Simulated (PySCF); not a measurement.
Gas-phase reaction: BCl₃.NH₃ + BH → H₂BNH₂ + BCl₃, at 500 K and a standard pressure of 1 bar. Level: B3LYP/6-31G*.

Method: PySCF energies plus ideal-gas RRHO corrections (1 bar). 6-31G* has spherical d functions here. All species are closed-shell singlets. B3LYP is the form with VWN-RPA correlation. Adducts (BCl₃.NH₃) have no counterpoise correction, and HF, PBE, BLYP, B3LYP and PBE0 lack dispersion. BCl₃.NH₃, H₂BNH₂: computed as isolated molecules; such fragments, hydroxides, amides, oligomers or adducts are transient or little studied in the gas. The harmonic model lacks anharmonicity and excited electronic states, which grow with temperature; levels with a mode under 35 cm⁻¹ are left out. Internal rotation in BCl₃.NH₃ is treated as a harmonic vibration of one conformer, which makes the entropy rough.

| species | E (Ha) | H(500 K) − E (kJ/mol) | S°(500 K) (J/mol/K) |
|---|---|---|---|
| BCl₃.NH₃ | -1462.14198 | 169.2 | 387.0 |
| BH | -25.28740 | 28.6 | 186.9 |
| H₂BNH₂ | -82.03780 | 148.8 | 257.8 |
| BCl₃ | -1405.55231 | 47.9 | 324.7 |
E: electronic energy; H − E holds the zero-point and thermal terms. 1 Ha = 2625.5 kJ/mol.

Question: Work out ΔH°, ΔS°, ΔG° and log10 K from these numbers.

Answer: 1. ΔE = 1×(-82.03780) + 1×(-1405.55231) − 1×(-1462.14198) − 1×(-25.28740) = -0.16073 Ha = -422.0 kJ.
2. Δ(H − E) = 1×(148.8) + 1×(47.9) − 1×(169.2) − 1×(28.6) = -1.1 kJ, so ΔH° = -423.1 kJ.
3. ΔS° = 1×(257.8) + 1×(324.7) − 1×(387.0) − 1×(186.9) = 8.6 J/K; the number of gas molecules stays the same.
4. ΔG° = ΔH° − TΔS° = -423.1 − 500×(8.6)/1000 = -427.4 kJ.
5. log10 K = −ΔG°/(RT ln 10) = 44.66, with RT ln 10 = 9.57 kJ/mol; at standard pressures the products are favoured.
6. A shift of 10 kJ in ΔE would move log10 K by 1.04 here.
For scale, ΔH°(298 K) is -420 kJ at this level, -395 kJ at ωB97M-V/def2-TZVP†, and runs from -495 to -374 kJ over the 20 levels computed († marks an energy on the PBE0/def2-TZVP geometry).
